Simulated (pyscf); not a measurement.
Thermochemistry of product channels of `[OH][SiH2][OH]` on the singlet surface, in eV, from ωB97M-D3(BJ)/def2-TZVP energies (ideal gas, 1 atm, RRHO with modes under 100 cm⁻¹ raised to 100, one conformer, R ln 2 for chiral ones without a mode under 150 cm⁻¹). Optimised with ωB97X-D3(BJ)/def2-SVP in PySCF.

| products | ΔE | ΔH(298 K) | ΔG(600 K) | ΔG(900 K) |
|---|---|---|---|---|
| `[OH2]` + `[OH][SiH]` [singlet] | +3.01 | +2.97 | +2.05 | +1.60 |
| `[OH][Si][OH]` [singlet] + `[H][H]` | +1.44 | +1.30 | +0.55 | +0.16 |
| `[OH2]` + `[O]=[SiH2]` | +3.14 | +3.04 | +2.17 | +1.75 |

The channel to HO–Si:–OH [singlet] + H₂ turns favourable between 298 and 1200 K (ΔG from +0.94 eV to -0.22 eV).

These are energies of the channels, which say nothing of barriers.
